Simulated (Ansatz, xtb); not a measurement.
# C2H4OS: 3 structures ranked

3 gas-phase structures of C2H4OS, from a drawn sample of its isomers (lower ones may exist). Each was relaxed with GFN2-xTB; where two conformers were screened, the lower at r2SCAN-D4/def2-SVP//GFN2-xTB is listed:

A. `O=CCS`, a singlet
B. `OCC=S`, a singlet
C. `CC(=O)S`, a singlet

Q: Make a reasoned guess at their ranking by r2SCAN-D4/def2-SVP//GFN2-xTB single-point energy.

A: Calculated order at r2SCAN-D4/def2-SVP//GFN2-xTB: C (0.0), A (73.0), B (133.7) kJ/mol.

Energies above the lowest of each column, in kJ/mol; the last columns are at r2SCAN-D4/def2-SVP geometries and were run for some of them only (a dash: not run or not comparable):

```tsv
structure	GFN2-xTB	HF/STO-3G	r2SCAN-D4/def2-SVP//GFN2-xTB	r2SCAN-D4/def2-SVP	CCSD(T)/def2-TZVP
C	0.0	0.0	0.0	0.0	0.0
A	79.3	59.0	73.0	73.9	54.7
B	114.1	150.6	133.7	–	–
```

Every level run on C puts it lowest or level with the lowest. Some further structures that were screened fall inside this span and aren't listed. Flexible structures stand in one conformer each, not always the lowest. Frequencies (r2SCAN-D4/def2-SVP) were run for A, C alone.

Programs: Ansatz 0.2.0, xtb 6.7.1.
